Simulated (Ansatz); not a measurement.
A calculation with Ansatz (development build ahead of 0.2.0).

```yaml
crystal:
  periodic: [false, false, false]
  atoms:
    - { symbol: B, position_ang: [0.0, 0.0, 0.6025] }
    - { symbol: O, position_ang: [0.0, 0.0, -0.6025] }
basis:
  gaussian: { orbitals: STO-3G }
magnetization:
  initial_magnetization: 1
hamiltonian:
  xc: hf
correlation:
  method: ccsd_t
  frozen_orbitals: { B: 1, O: 1 }
```

The input is written out in the form of the current development build from the run's settings. Correlation on restricted open-shell orbitals is semicanonical, with singles.

The run gave:

```json
{"Converged": "yes", "Reference energy": "-98.16372 hartree", "CCSD correlation energy": "-0.12546 hartree", "Triples correction": "-0.00809 hartree", "Total energy": "-98.29728 hartree", "Spin squared of the determinant": "0.750"}
```
